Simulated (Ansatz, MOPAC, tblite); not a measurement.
Band gap of zinc-blende GaSb: levels of theory against measurement

Reference value: 0.84 eV (measured, zero-point shift of 0.03 eV (the table's estimate, ZP (est)) added back here, E0, Γ; inputs from arXiv:2302.06325).

What do GFN2-xTB, PM6 semi-empirical Hartree-Fock (MOPAC), LDA+SOC, PBE+SOC, PBEsol+SOC, r²SCAN+SOC, HSE06+SOC give, and how far is each from the reference?


| level (code) | value (eV) | cell (Å³/atom) | error (eV) |
|---|---|---|---|
| GFN2-xTB (tblite) | 0.00 | 34.52 | -0.84 |
| PM6 semi-empirical Hartree-Fock (MOPAC) | 8.80 | 23.35 | +7.96 |
| LDA+SOC (Ansatz) | 0.00 | 28.32 | -0.84 |
| PBE+SOC (Ansatz) | 0.00 | 28.32 | -0.84 |
| PBEsol+SOC (Ansatz) | 0.00 | 28.32 | -0.84 |
| r²SCAN+SOC (Ansatz) | 0.33 (direct) | 28.32 | -0.51 |
| HSE06+SOC (Ansatz) | 0.67 (direct) | 28.32 | -0.17 |

Leaving aside GFN2-xTB (doubt noted below), PM6 semi-empirical Hartree-Fock (MOPAC) (doubt noted below): Closest of the ranked levels: HSE06+SOC (-0.17 eV). Once the reference is moved by up to 0.10 eV (a margin picked here for doubts on the reference and the settings) and values within 0.03 eV count as equal, the farthest can be PBEsol+SOC (-0.84 eV), PBE+SOC (-0.84 eV) or LDA+SOC (-0.84 eV). Of the ranked levels only HSE06+SOC lands within 0.3 eV. No gap at all, against the measurement: LDA+SOC, PBE+SOC, PBEsol+SOC. All 5 levels lie below the reference.

Semilocal Kohn–Sham gaps run low as a rule, and all computed gaps are for a static lattice, while measured ones hold electron–phonon shifts unless said otherwise. Levels without +SOC have no spin–orbit coupling; where heavier elements are present it shifts gaps, mostly down, and can invert bands. A gap of zero means that the bands touch or overlap; how far they overlap is not shown.  GFN2-xTB, PM6 semi-empirical Hartree-Fock (MOPAC): the gap is read on the k mesh or supercell of the run alone and can be too large. GFN2-xTB, PM6 semi-empirical Hartree-Fock (MOPAC): the method was fitted mainly to molecules. PM6 semi-empirical Hartree-Fock (MOPAC): gaps of these semi-empirical methods are Hartree–Fock-like level differences, and their formation enthalpies are fitted 298 K values. Values are at the measured cell; GFN2-xTB at the level's own equilibrium cell; PM6 semi-empirical Hartree-Fock (MOPAC) at the level's own relaxed cell. Cutoffs and k meshes differ between the levels. Ansatz's density-functional and Hartree–Fock values are scalar-relativistic unless marked +SOC, with PAW data made under PBE.

Differences are worked out from the printed values.

Ansatz is an electronic-structure program.
